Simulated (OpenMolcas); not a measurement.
# NO2F (SMILES O=[N+]([O-])F) at BMK/cc-pCVDZ (Cholesky decomposition)

What is the vertical ionisation energy of NO2F at BMK/cc-pCVDZ (Cholesky decomposition)? 

Program for the calculation: OpenMolcas 26.06.

## Step 1: Starting point

The species is NO2F (4 atoms), meant as a singlet with charge 0. SMILES: `O=[N+]([O-])F`. The shape is that of a PBE0-D4/def2-TZVP optimisation.

Bond lengths: O1–N2 1.170 Å, N2–O3 1.170 Å, N2–F4 1.442 Å. Angles: O1–N2–O3 135.6°, O1–N2–F4 112.2°, O3–N2–F4 112.2°.

## Step 2: The energy at BMK/cc-pCVDZ (Cholesky decomposition)

Contents of job.input:

```
* FNO2 Kohn-Sham DFT
>>> EXPORT MOLCAS_PRINT=2
&GATEWAY
BasLib=$CurrDir
Coord
4
angstrom
O        0.188290       0.469930       1.120250
N        0.079720      -0.071800       0.089140
O        0.476580      -1.068680      -0.376880
F       -0.744590       0.670550      -0.832510
Basis=cc-pCVDZ
Group=NoSym
&SEWARD
Medium
&SCF
KSDFT=2
1.0 HYB_MGGA_X_BMK
1.0 GGA_C_BMK
PrOrbitals=1 1
```

The basis set cc-pCVDZ is read from a file made from the Basis Set Exchange's data (not shown).

Launch:

```console
export MOLCAS_MEM=1860
pymolcas job.input > job.log
```

The log of the run, shortened:

```text
--- Start Module: gateway ---
[...]
--- Stop Module: gateway /rc=_RC_ALL_IS_WELL_ ---
--- Start Module: seward ---
[...]
      Basis functions           72
--- Stop Module: seward /rc=_RC_ALL_IS_WELL_ ---
[...]
--- Start Module: scf ---
[...]
       Convergence after  12 Iterations
[...]
::    Total KS-DFT energy                            -304.7730048399
[...]
      Total spin, S                                     0.0000000000
[...]
      Total electronic charge=   32.000000
      Total            charge=   -0.000000
[...]
      Dipole Moment (debye):
      Origin of the operator (angstrom)=   -0.0369    0.0332   -0.0412
                   X=  1.5358E-01               Y= -1.3835E-01               Z=  1.7171E-01           Total=  2.6873E-01
      Quadrupole Moment (debye*angstrom):
[...]
--- Stop Module: scf /rc=_RC_ALL_IS_WELL_ ---
[...]
```

Wall time 6.3 s (1 thread of Arm Neoverse V1, shared host); peak memory 0.092 GiB.

## Step 3: The doublet cation, same level

Contents of job.input:

```
&GATEWAY
  BasLib
  $CurrDir
  Coord
  4
  angstrom
  O        0.188290       0.469930       1.120250
  N        0.079720      -0.071800       0.089140
  O        0.476580      -1.068680      -0.376880
  F       -0.744590       0.670550      -0.832510
  Basis
  cc-pCVDZ
  Group
  NoSym

&SEWARD
  Medium

&SCF
  UHF
  Charge
  1
  Spin
  2
  KSDFT
  2
  1.0 HYB_MGGA_X_BMK
  1.0 GGA_C_BMK
  PrOrbitals
  1 1
```

The basis set cc-pCVDZ is read from a file made from the Basis Set Exchange's data (not shown).

Launch:

```console
export MOLCAS_MEM=1860
pymolcas job.input > job.log
```

The log of the run, shortened:

```text
--- Start Module: gateway ---
[...]
--- Stop Module: gateway /rc=_RC_ALL_IS_WELL_ ---
--- Start Module: seward ---
[...]
      Basis functions           72
--- Stop Module: seward /rc=_RC_ALL_IS_WELL_ ---
[...]
--- Start Module: scf ---
[...]
       Convergence after  20 Iterations
[...]
::    Total KS-DFT energy                            -304.2707905119
[...]
      Total spin, S                                     0.5108003786
[...]
      Total electronic charge=   31.000000
      Total            charge=    1.000000
[...]
      Dipole Moment (debye):
      Origin of the operator (angstrom)=   -0.0369    0.0332   -0.0412
                   X=  8.1110E-01               Y= -7.3045E-01               Z=  9.0691E-01           Total=  1.4191E+00
      Center of Charge (angstrom)
[...]
--- Stop Module: scf /rc=_RC_ALL_IS_WELL_ ---
[...]
```

It took 13 s on 1 thread of Arm Neoverse V1, shared host; peak memory 0.092 GiB.

## Step 4: Outcome

At BMK/cc-pCVDZ (Cholesky decomposition):

```
                                          quantity          value
                        singlet NO2F: total energy  -304.77300 Eh
                       singlet NO2F: dipole moment         0.27 D
                         singlet NO2F: HOMO energy      -11.26 eV
                         singlet NO2F: LUMO energy       -1.54 eV
                       singlet NO2F: HOMO–LUMO gap        9.72 eV
                      doublet cation: total energy  -304.27079 Eh
doublet cation: HOMO energy (highest over α and β)      -20.63 eV
 doublet cation: LUMO energy (lowest over α and β)      -16.09 eV
                              doublet cation: ⟨S²⟩          0.772
vertical ionisation energy (to the doublet cation)      13.666 eV
```

What this shows: This program's gradients are faulty for this kind of reference, so any forces in the log (doublet cation) can't be trusted; the energy can. Removing an electron at fixed nuclei costs 13.67 eV (1319 kJ/mol). −ε(HOMO) before ionisation, 11.26 eV, is 2.40 eV below this ionisation energy.
